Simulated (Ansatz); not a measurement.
The first iterations of a band of AlH₆NS (9 atoms, charge 0, multiplicity 1).

These are results of RKS PBE0/def2-SVP in Ansatz 0.2.0, not measurements.

```
movable images  : 6
climbing image  : no
spring          : 5.0 eV/Å²
optimiser       : quadratic models (default)
start path      : through a guess of the saddle point
force threshold : 0.05 eV/Å
iteration limit : 60
end points      : relaxed
```

Initial state:

```xyz
9
Properties=species:S:1:pos:R:3
Al -0.017 0.129 0.243
N -0.018 -0.043 2.074
H -0.812 -0.445 2.566
H 0.827 -0.292 2.581
H 1.410 0.072 -0.459
H -1.396 -0.201 -0.486
S -0.281 2.713 0.663
H -1.632 2.684 0.671
H -0.191 1.900 1.794
```

Final state:

```xyz
9
Properties=species:S:1:pos:R:3
Al -0.106 0.565 0.120
N 0.004 0.151 2.155
H -0.766 -0.419 2.507
H 0.879 -0.294 2.433
H 1.347 0.094 -0.347
H -1.427 -0.237 -0.291
S -0.323 2.800 0.248
H -1.673 2.792 0.208
H -0.046 1.065 2.614
```

| iteration | highest image above the first end (eV) | largest band force component (eV/Å) |
| --- | --- | --- |
| 1 | 0.918 | 3.217 |
| 2 | 0.044 | 1.965 |

Question: Does the band converge within its limit, and where does its top end?

Answer: The forces met the threshold. It ended after 7 iterations with the highest image 0.000 eV above the first end. The highest image is an end point: on this band no image between the ends rises above it. The orbitals stay closed-shell, which can raise the energy where a bond breaks towards radicals; this wasn't checked here.

The run took 2.6 min on 1 thread of Intel(R) Xeon(R) Platinum 8259CL CPU @ 2.50GHz (Skylake/Cascade Lake), on a shared host, peak memory 0.17 GiB.
